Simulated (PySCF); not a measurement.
Series formyl-X, proton added: substituent effects on one reactive site. Gas-phase values, no solvent. One relaxed conformer stands for each flexible species; it need not be the lowest. The site is fixed along the series; a substituent can offer a better one. Strings in code marks are SMILES.

The numbers are results of PBE-D3(BJ)/def2-TZVP // TPSSh-D3(BJ)/def2-TZVP in PySCF, not measurements. All candidates: charge +1, multiplicity 1. Excitations are Tamm–Dancoff values on a coarser integration grid. The basis has no diffuse functions, so Rydberg states are missing or too high.

```json
{
 "S1 excitation (TDA)": "3.16 eV",
 "LUMO": "-9.63 eV",
 "T1 excitation (TDA)": "2.87 eV"
}
```

**Question.** Identify which member has these values.
(A) `[H]/[O+]=C\C1CC1` (O–C–C–C torsion 149°)
(B) `C=[OH+]`
(C) `[H]/[O+]=C\C#CC`
(D) `[H]/[O+]=C\O` (H–O–C–O torsion 0°)

**Answer.** C, `[H]/[O+]=C\C#CC`. The others give `[H]/[O+]=C\O` (H–O–C–O torsion 0°): 7.57 eV, -9.43 eV, 6.29 eV; `C=[OH+]`: 5.84 eV, -11.37 eV, 4.99 eV; `[H]/[O+]=C\C1CC1` (O–C–C–C torsion 149°): 5.45 eV, -8.60 eV, 4.20 eV
